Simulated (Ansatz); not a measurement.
C3H4 can be A, `C=C=C`, or B, `C1=CC1`.

Program: Ansatz. Geometries: PBE0-D4/def2-TZVP. ΔE: electronic, gas phase. CBS: def2 TZ/QZ extrapolation, frozen cores. DFT in def2-TZVPP. B3LYP here is the variant with VWN-RPA as its local correlation; programs differ in this.

Question: Which isomer does CCSD(T)/CBS put lower? Give the gap. (Estimate.)

Answer: Ansatz gave: A, by 91.5 kJ/mol.

Question: Give E(B) − E(A) in kJ/mol with B2PLYP, CCSD/def2-TZVPP, PBE0-D4, BLYP-D4, CCSD(T)/def2-SVP, PBE-D4, B3LYP. (An estimate is asked.)

Answer: Ansatz gave: B2PLYP 99.7, CCSD/def2-TZVPP 93.3, PBE0-D4 86.5, BLYP-D4 114.8, CCSD(T)/def2-SVP 84.3, PBE-D4 93.5, B3LYP 107.9. None reverses the order clearly.

Question: Does the order hold for the free energy at 298.15 K (harmonic terms from PBE0-D4)? (An estimate is asked.)

Answer: Computed: Yes: G(B) − G(A) = +93.2 kJ/mol.

Largest T1 diagnostic: 0.012.

From BLYP to BHLYP (50 % exact exchange), in def2-TZVPP and without D4, E(B) − E(A) moves by −12.7 kJ/mol. At CCSD(T), def2-SVP lies −7.2 kJ/mol from the extrapolated value and def2-TZVPP +1.7 kJ/mol.
